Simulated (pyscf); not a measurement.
This saddle point was located with ωB97X-D3(BJ)/def2-SVP in PySCF.

```
Al
Cl 1 2.0938
Cl 1 2.0938 2 119.39
Cl 1 2.2544 2 115.93 3 -146.04
H 4 1.5250 1 142.73 2 73.62
```
Charge 0, spin multiplicity 2.

Surface: doublet, charge 0. Lowest wavenumbers (cm⁻¹): 1297i, 91, 113, 168, 290.

Question: What reaction is this the transition state of?

Answer: `[Cl][Al]([Cl])[Cl]` + `[H]` [doublet] ⇌ `[ClH]` + `[Cl][Al][Cl]` [doublet], an atom transfer read from left to right: Al–Cl broken and Cl–H formed. At CCSD(T)/def2-TZVPP + ΔMP2(QZVPP) it lies +89.8 kJ/mol from the left side and +47.2 kJ/mol from the right (each side as separated species at their lowest minima found). On the product side the descent ends in a complex, 29.5 kJ/mol under the separated species and 72.7 kJ/mol under the saddle at ωB97X-D3(BJ)/def2-TZVP. At ωB97X-D3(BJ) the barrier from the zero used here is 100.8 kJ/mol. This is the saddle that the search found; another between the same sides may lie lower. The angle at the transferred Cl is 143°. The CCSD(T) − MP2 part came from Ansatz, without density fitting, on the same reference.
